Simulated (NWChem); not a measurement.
C2H3F; SMILES C=CF

```xyz
6

C     -0.2367     1.1688     0.0000
C      0.4249     0.0197     0.0000
F     -0.1840    -1.1614     0.0000
H     -1.3284     1.1910     0.0000
H      0.3163     2.1084     0.0000
H      1.5158    -0.0751     0.0000
```
Atoms are numbered in this order, from 1.

Program: NWChem. Pople sets run with spherical d functions. STO-3G and 3-21G are far too small for this property and stand as cheap habits. All runs use the structure optimised with PBE0/def2-SVP. Field at 589 nm.

```
level              isotropic polarisability (bohr³)  anisotropy (bohr³)  relative time
-----------------  --------------------------------  ------------------  -------------
B3LYP/STO-3G                                   11.6                15.1              1
B3LYP/6-31G*                                   21.0                19.2              4
B3LYP/def2-SVP                                 22.1                18.2              4
B3LYP/def2-SVPD                                28.3                14.0             10
B3LYP/aug-cc-pVDZ                              29.2                13.8             20
B3LYP/def2-TZVPD                               29.4                13.5             50
```

The last column is a rough cost ratio, cheapest run = 1.
